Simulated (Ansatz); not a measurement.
We consider α-phase B, described by r²SCAN-D4 (PAW; Ansatz, a program for electronic structure).

Run with plane-wave cutoff 560 eV, 8×8×8 k mesh, Fermi–Dirac smearing 0.01 eV, scalar-relativistic PAW data made under PBE.

Energies at three volumes about the minimum:

```
V (Å³/atom)  E − E_lowest (meV/atom)
-----------  -----------------------
7.021                           2.03
7.164                           0.00
7.308                           1.88
```

### Question
Fit a parabola by hand: where is the minimum, and what is the bulk modulus?

### Answer
Slopes: (0.00 − 2.03)/(7.164 − 7.021) = -14.196 and (1.88 − 0.00)/(7.308 − 7.164) = 13.056 meV/Å³. Curvature E″ = 2 × (13.056 − (-14.196))/(7.308 − 7.021) = 189.909 meV/Å⁶. From the middle of the first interval, the slope vanishes at V0 = 7.0925 − (-14.196)/189.909 = 7.167 Å³/atom. B = V0 E″ = 7.167 × 189.909 meV/Å³ × 0.1602 GPa per meV/Å³ = 218 GPa. The full Birch–Murnaghan fit to all volumes gives V0 = 7.165 Å³/atom and B0 = 218 GPa.

Shape and atoms are relaxed at each volume.

Measured, for comparison: bulk modulus 224 ± 7 GPa (room temperature, no zero-point or thermal correction; as tabulated in Cherednichenko and Solozhenko (2017), arXiv:1709.01104). Computed (rounded) less measured: bulk modulus -3 % (inside the measured uncertainty).

Note: the bulk modulus comes from volumes at which shape and atoms were relaxed.
